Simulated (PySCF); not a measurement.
# [C4H5]-: core ionisation energies

Species: C4H5 (charge -1).
SMILES with atom numbers: `[C-:1]#[C:2][CH2:3][CH3:4]`

Theory: delta-SCF UKS SCAN, pcX-2 on the ionised atom, pcseg-1 elsewhere, spin-free X2C (PySCF 2.14.0). Binding energies are ΔSCF values: E(core-ionised, relaxed orbitals) − E(ground state) at a fixed geometry, referred to the vacuum level.

Problem. Give the core binding energies atom by atom.

Solution. 
```csv
atom(s),bonded to,level,binding energy (eV),above the level's lowest (eV),count
C3,2 C and 2 H,C 1s,286.41,+4.30,1
C4,C and 3 H,C 1s,286.36,+4.25,1
C2,C (triple bond) and C,C 1s,282.71,+0.60,1
C1,C (triple bond),C 1s,282.11,0.00,1
```

Lowest listed C 1s: C1, bonded to C (triple bond). Highest, 4.30 eV above it: C3, bonded to 2 C and 2 H. Summing the Pauling electronegativity differences to the bonded atoms, each weighted by its formal bond order, gives 0.00 for the lowest site and -0.70 for the highest; the largest sum, 0.00, belongs to C2, 3.70 eV below the top. The smallest sum, -1.05, belongs to C4, 4.25 eV above the lowest.

Problem. Which photon wavelength matches the C 1s of C2 threshold?

Solution. λ = hc/E = 12398.42 eV Å / 282.71 eV = 43.856 Å.

Problem. Give the binding energy of C 1s of C2 in hartree and in kJ/mol.

Solution. 282.71 eV = 10.3894 Eh = 27277 kJ/mol.

The unrestricted hole states depart most from a pure doublet (⟨S²⟩ = 0.75; over 0.85 named) for C 1s of C1 (0.87), which makes this value less certain. The species carries charge -1, so core ionisation leaves a neutral species. The basis sets have no added diffuse functions. Isolated species at its GFN2-xTB geometry, gas phase.
